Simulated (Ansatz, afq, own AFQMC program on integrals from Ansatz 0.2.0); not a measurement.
Two steps: Ansatz 0.2.0 writes the Fock matrix and Cholesky factors of the valence space, and afq projects on them the lowest state that overlaps trial and start.

```yaml
crystal:
  periodic: [false, false, false]
  atoms:
    - {symbol: Ge, position_ang: [0.000000, 0.002903, 0.588900]}
    - {symbol: Al, position_ang: [0.000000, -0.064309, -1.467331]}
    - {symbol: H, position_ang: [0.000000, 1.185269, -0.353099]}
    - {symbol: H, position_ang: [0.000000, 0.326995, -2.808669]}
basis:
  gaussian: {orbitals: cc-pVDZ}
magnetization: {spin_polarized: false, initial_magnetization: 1}
correlation: {method: ccsd_t, electrons: outside_noble_gas, hamiltonian_folder: ham}
```

```sh
$ ansatz run in.yaml --threads 1 --pin off --events-out ev --progress --plain --max-ram 1382MiB
```

afq runs on the folder ham with

```
--method phaseless --trial cisd --walkers 60 --populations 1 --least-time 40 --time-step 0.005 --steps-per-block 50 --equilibration-blocks 28 --max-blocks 300 --target-error 0.00036 --factor-cut 1e-05 --start spin_pure --seed 5414 --release-times 0.24,0.51,0.99,1.62,2.4 --release-step 0.03 --release-every 4 --taylor-order 6
```

Times are imaginary, in 1/Eh. The walk had a cap of 1011 s. Filled inner d shells are frozen with the cores.

Output of the walk:

```
orbitals 36  electrons 5 4  factors 293 of 595
reference energy -2318.30396772 Eh
CCSD correlation -0.16656362 Eh in 11 cycles, weight of the determinant in the CISD state 0.8821
energy of the start -2318.470530 Eh
 block  time / (1/Eh)  mean weight  energy / Eh
     1     0.250  0.9999  -2318.468655
     2     0.500  0.9998  -2318.469437
     3     0.750  1.0006  -2318.470335
     4     1.000  0.9994  -2318.471038
     5     1.250  0.9980  -2318.472552
     8     2.000  1.0004  -2318.474766
    11     2.750  1.0009  -2318.477810
    26     6.500  1.0003  -2318.478700
    41    10.250  0.9995  -2318.477498
    56    14.000  1.0001  -2318.472767
    71    17.750  1.0003  -2318.475282
    86    21.500  1.0011  -2318.474407
   101    25.250  1.0016  -2318.474668
   111    27.750  1.0013  -2318.472718
   116    29.000  0.9998  -2318.478740
   131    32.750  0.9996  -2318.474165
   146    36.500  1.0004  -2318.473711
   161    40.250  1.0001  -2318.475443
   176    44.000  0.9985  -2318.480949
   186    46.500  0.9992  -2318.487996
   191    47.750  0.9994  -2318.477206
   206    51.500  1.0014  -2318.474524
   216    54.000  0.9997  -2318.475387
blocks merged  error / Eh  count
     1  0.000191  190
     2  0.000249  95
     4  0.000300  47
     8  0.000358  23
    16  0.000466  11
released: time / (1/Eh)  energy / Eh  error  mean overlap
  0.24  -2318.476978  0.000375  0.9987
  0.51  -2318.476877  0.000352  1.0047
  0.99  -2318.476816  0.000317  1.0180
  1.62  -2318.477091  0.000354  1.0090
  2.40  -2318.477187  0.000412  1.0113
energy -2318.476590 +/- 0.000358 Eh
(rows thinned)
```

The run passed its tests (sampling time, drift between the halves within three errors, error under three times the target), which doesn't prove that it has relaxed.

Against this walk (error 9.7 meV) on the same determinant: CCSD(T) 15.7 meV higher (within the noise), CCSDT(Q) 22.5 meV lower. The error is statistical and leaves out the bias of the constraint. Released to 2.40 1/Eh the energy moves by -16 ± 15 meV (both errors), within twice the noise.

Cautions: constraint bias not in the error; no relativity below Rb; no spin-orbit coupling; inner d shell frozen.

The walk took 4.7 min on 1 thread of Intel(R) Xeon(R) Platinum 8259CL CPU @ 2.50GHz (Skylake/Cascade Lake), on a shared host. The log's last line is the phaseless energy.

CCSDT and higher add their correlation energy to the determinant of the CCSD(T) run, since their own runs factorise the integrals more tightly (a shift of under 2 meV). A walk keeps the symmetry of its determinant, which the program's search chose and which needn't be the lowest solution, so a lower state of the same spin and another symmetry isn't excluded.
